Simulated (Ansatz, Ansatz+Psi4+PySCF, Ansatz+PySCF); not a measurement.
```xyz
7

C     0.0000   -0.1318   -1.0733
C     0.0000    0.2949    0.3072
O     0.0000   -0.7502    1.1808
H     0.0000   -0.3617    2.0673
H     0.0000   -1.1808   -1.3338
H     0.0000    0.6287   -1.8401
O     0.0000    1.5009    0.6919
```

Basis set: cc-pVTZ (spherical functions). Left uncorrelated: 4 orbitals. Correlation on ROHF uses semicanonical orbitals with singles. Charge 0, multiplicity 2.

Computed with Ansatz (development build ahead of 0.2.0); each method stands on the lowest determinant of its kind that the runs found.

The atomization energy at this shape (free ground-state atoms in the same class of orbitals less the molecule, no zero-point energy) of doublet C2H3O2:

```csv
method,atomization energy
ROHF-MP2,30.15 eV
```

What does UHF-MP2 give?

29.98 eV. Caution: forces differ strongly between restricted and unrestricted references.
